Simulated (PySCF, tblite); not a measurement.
Isomers of [C4H8O]+ (charge +1 and doublet state), one GFN2-xTB conformer each. Single-point energies are computed at B3LYP/pcH-1 (PySCF, gas phase, no added dispersion term), electronic only. GFN2-xTB treats the open shell by occupation alone, and not every SCF solution was tested for stability.

```json
{"SMILES": "[CH2+][C](C)OC", "GFN2-xTB relative energy (kJ/mol)": "0.0"}
{"SMILES": "C[CH+][CH]CO", "GFN2-xTB relative energy (kJ/mol)": "28.5"}
{"SMILES": "[CH2+][CH]COC", "GFN2-xTB relative energy (kJ/mol)": "80.1"}
{"SMILES": "[CH2+][CH]CCO", "GFN2-xTB relative energy (kJ/mol)": "78.4"}
```

Conformers: `[CH2+:1][C:2]([CH3:3])[O:4][CH3:5]` (charge +1 and doublet state) with H–C1–C2–C3 0° and 180°, C1–C2–O4–C5 180°; `[CH3:1][CH+:2][CH:3][CH2:4][OH:5]` (charge +1 and doublet state) with C1–C2–C3–C4 179°, C2–C3–C4–O5 -1°, C3–C4–O5–H -179°; `[CH2+:1][CH:2][CH2:3][O:4][CH3:5]` (charge +1 and doublet state) with H–C1–C2–C3 5° and -173°, C1–C2–C3–O4 175°, C2–C3–O4–C5 -160°; `[CH2+:1][CH:2][CH2:3][CH2:4][OH:5]` (charge +1 and doublet state) with H–C1–C2–C3 15° and -163°, C1–C2–C3–C4 -55°, C2–C3–C4–O5 72°, C3–C4–O5–H -155°.

What does B3LYP/pcH-1 give for the same structures?

| SMILES | B3LYP/pcH-1 E (Eh) | B3LYP/pcH-1 (kJ/mol) | GFN2-xTB (kJ/mol) | point group |
| --- | --- | --- | --- | --- |
| [CH2+][C](C)OC | -232.15281 | 0.0 | 0.0 | Cs |
| C[CH+][CH]CO | -232.13694 | 41.7 | 28.5 | near Cs |
| [CH2+][CH]CCO | -232.11395 | 102.0 | 78.4 | C1 |
| [CH2+][CH]COC | -232.10574 | 123.6 | 80.1 | C1 |

Both levels put the same isomer lowest; measured from each level's own lowest isomer, the values differ by up to 43.5 kJ/mol ([CH2+][CH]COC: 80.1 against 123.6). 

What happens when harmonic zero-point energies from GFN2-xTB frequencies are added?

```json
{"SMILES": "[CH2+][C](C)OC", "ZPE (kJ/mol)": "280.9", "electronic (kJ/mol)": "0.0", "with ZPE (kJ/mol)": "0.0"}
{"SMILES": "C[CH+][CH]CO", "ZPE (kJ/mol)": "277.1", "electronic (kJ/mol)": "41.7", "with ZPE (kJ/mol)": "37.9"}
{"SMILES": "[CH2+][CH]CCO", "ZPE (kJ/mol)": "279.3", "electronic (kJ/mol)": "102.0", "with ZPE (kJ/mol)": "100.5"}
{"SMILES": "[CH2+][CH]COC", "ZPE (kJ/mol)": "275.7", "electronic (kJ/mol)": "123.6", "with ZPE (kJ/mol)": "118.4"}
```

The zero-point energies span 5.2 kJ/mol. The order is unchanged.
